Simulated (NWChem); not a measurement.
Molecule: propene (C$_{3}$H$_{6}$); SMILES C=CC

**Question.** Give the equilibrium geometry at PBE-D3(BJ)/def2-SVP (NWChem) as an XYZ file, with the point group.

**Answer.** point group Cs; any orientation.
```
9

C     -0.1667    -1.2338     0.0000
C      0.4532     0.1312     0.0000
C     -0.2193     1.2952     0.0000
H      0.1527    -1.8211    -0.8881
H      0.1527    -1.8211     0.8881
H     -1.2739    -1.1844     0.0000
H      1.5591     0.1614     0.0000
H     -1.3224     1.3216     0.0000
H      0.3041     2.2640     0.0000
```
